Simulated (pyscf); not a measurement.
Elementary routes open to H₂As–AsH₂ + silylene (SiH₂) [singlet] in the gas phase (singlet surface):
A. H₃Si–AsH–AsH₂ (As–H broken; As–Si, H–Si formed)
B. H₂Si=AsH + AsH₃ (As–As, As–H broken; As–Si, As–H formed)

Structures and frequencies: ωB97X-D3(BJ)/def2-SVP in PySCF.

Problem. Rank the routes by free-energy barrier at 900 K, lowest first, for ωB97M-D3(BJ)/def2-TZVP energies (ideal gas, 1 atm, RRHO with modes under 100 cm⁻¹ raised to 100, one conformer, R ln 2 for chiral ones without a mode under 150 cm⁻¹).

Solution. A (1.24 eV), B (1.92 eV)

Route A is the fastest of these, ahead of the next by 0.68 eV. The most stable products are those of A (ΔG = -1.20 eV), so kinetics and thermodynamics agree. At 298 K A is still the fastest. A: On the reactant side the descent ends in an adduct with a As–Si contact, 0.60 eV under the separated species and 0.11 eV under the saddle at ωB97X-D3(BJ)/def2-TZVP. B: On the reactant side the descent ends in an adduct with a As–Si contact, 0.59 eV under the separated species and 0.96 eV under the saddle at ωB97X-D3(BJ)/def2-TZVP. Only these routes are compared; each barrier is that of the saddle found, and lower ones may exist. Elements up to Kr have no core potential and no relativistic terms here.
